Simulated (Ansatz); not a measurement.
# Active spaces for C2H3F, singlet

Calculated in Ansatz's Gaussian-basis code; NEVPT3, NEVPT4(SD), MRCISD by development code. Basis aug-cc-pV(T+d)Z, nonrelativistic, 3 orbitals frozen in the corrections. State-specific CASSCF; RHF is the lowest restricted (open-shell) Hartree–Fock solution met. Solutions may break the symmetry of the shape. The lowest solution met needn't be the lowest there is, nor hold the orbitals that a chemist would pick.

Geometry:

| atom | x (Å) | y (Å) | z (Å) |
| --- | --- | --- | --- |
| C | 0.0000 | 0.4372 | 0.0203 |
| C | 0.0000 | -0.2001 | 1.1839 |
| F | 0.0000 | -0.2248 | -1.1606 |
| H | 0.0000 | 1.5128 | -0.1165 |
| H | 0.0000 | -1.2813 | 1.2333 |
| H | 0.0000 | 0.3693 | 2.1033 |

Problem. What do CASSCF and its corrections give against RHF in CAS(2,2), and what are the occupations?

Solution. CASSCF -0.748 eV, SC-NEVPT2 -16.029 eV, FIC-NEVPT2 -16.032 eV, NEVPT3 -16.448 eV, NEVPT4(SD) -16.887 eV, MRCISD -14.967 eV; occupations 1.92, 0.08. The MRCI reference weight is 0.894.

Problem. How do single-reference totals in the same basis and frozen core stand against SC-NEVPT2 in CAS(2,2)?

Solution. CCSD(T) -1.098 eV. Coupled cluster stands on the determinant that it favours, which can lie over the RHF solution above, and is in doubt where the occupations are far from 0, 1 and 2.

Problem. Roughly how much CPU time does a whole run from the default start take (median of such runs, summed over threads; nearly all runs on one pinned thread of a shared server, mostly Xeon at 2.3 to 2.6 GHz, by a development driver)?

Solution. CAS(2,2): about 20 s. Other jobs ran beside these, and the count of passes differs.
